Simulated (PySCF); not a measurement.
methyl formate (C₂H₄O₂), SMILES C(OC)=O. Atoms are numbered in the order given.

```xyz
8

C     -0.3946    -1.3589     0.0000
O      0.7257    -0.4740     0.0000
C      0.4328     0.8286     0.0000
O     -0.6740     1.2906     0.0000
H     -1.0164    -1.1976    -0.8936
H      0.0172    -2.3755     0.0000
H     -1.0164    -1.1976     0.8936
H      1.3730     1.4191     0.0000
```

Coordinates come from a ωB97X-D3(BJ)/def2-SVP optimisation. The values are those of a single conformer.

Two levels are set side by side: PBE/pcJ-1 (PySCF) and B3LYP/pcJ-1 (PySCF). One-bond couplings, all four terms, same geometry. Isotopes: 13C, 17O, 1H. Differences are taken from unrounded values.

| quantity | B3LYP | PBE | PBE minus B3LYP |
|---|---|---|---|
| ¹J(C1,H5) (Hz) | 152.9 | 138.9 | -14.0 |
| ¹J(C1,H6) (Hz) | 154.4 | 141.6 | -12.8 |
| ¹J(C1,H7) (Hz) | 152.9 | 138.9 | -14.0 |
| ¹J(C3,H8) (Hz) | 233.1 | 214.3 | -18.8 |

Rough cost on one machine, each run with all the roots and properties that it gave: B3LYP against PBE about 2 times.
